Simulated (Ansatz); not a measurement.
Input file:

```yaml
crystal:
  periodic: [false, false, false]
  atoms:
    - {symbol: B, position_ang: [0.000000, -0.773581, 1.268590]}
    - {symbol: Al, position_ang: [0.000000, 0.354470, -0.474972]}
    - {symbol: H, position_ang: [0.000000, -1.191497, -0.892167]}
basis:
  gaussian: {orbitals: 6-31G}
magnetization: {spin_polarized: false, initial_magnetization: 1}
correlation: {method: sc_nevpt2, electrons: outside_noble_gas, active_space: {window: {electrons: 7, orbitals: 9}, shells: [{species: Al, l: s, shell: 3}, {species: Al, l: p, shell: 3}, {species: B, l: s, shell: 2}, {species: B, l: p, shell: 2}, {species: H, l: s, shell: 1}]}}
```

```sh
$ ansatz run in.yaml --threads 1 --pin off --events-out ev --progress --plain --max-ram 2393MiB
```

Log:

```
515 factors; integrals over basis functions are off by at most 1.2e-7 eV
mean field evaluation 1: about -7262.6575 eV, gradient 8.3e0 eV
mean field evaluation 2: about -7262.6611 eV, gradient 8.3e0 eV
mean field evaluation 4: about -7263.4949 eV, gradient 2.0e0 eV
mean field evaluation 8: about -7263.6467 eV, gradient 1.4e-1 eV
mean field evaluation 16: about -7263.6649 eV, gradient 2.9e-1 eV
mean field evaluation 32: about -7263.7612 eV, gradient 1.8e-3 eV
mean field evaluation 64: about -7263.6473 eV, gradient 1.3e-1 eV
mean field evaluation 96: about -7263.7566 eV, gradient 3.1e-1 eV
mean field evaluation 128: about -7263.7610 eV, gradient 4.4e-2 eV
mean field -7263.76118451 eV, -266.9382999766 hartree, gradient 1.4e-6 eV, S^2 0.750000; 10 other end points of the search recorded, 0 dependent functions left out
reference -7263.76118451 eV, -266.9382999766 hartree; 10, 9 occupied and 14, 15 virtual orbitals, 515 factors
state -7266.56151971 eV, -267.0412103971 hartree
state -7266.56151971 eV, -267.0412103971 hartree; corrected -7266.99601697 eV, -267.0571778769 hartree
Total energy: -7266.99601697 eV, -267.0571778769 hartree
Checks for a lower state left out: starts, orbital_swaps
```

For the same geometry and basis full CI lies 177.3 meV lower.

Ran on 1 thread of Arm Neoverse V2, shared host: 2.6 s wall, 0.09 GiB peak host memory.
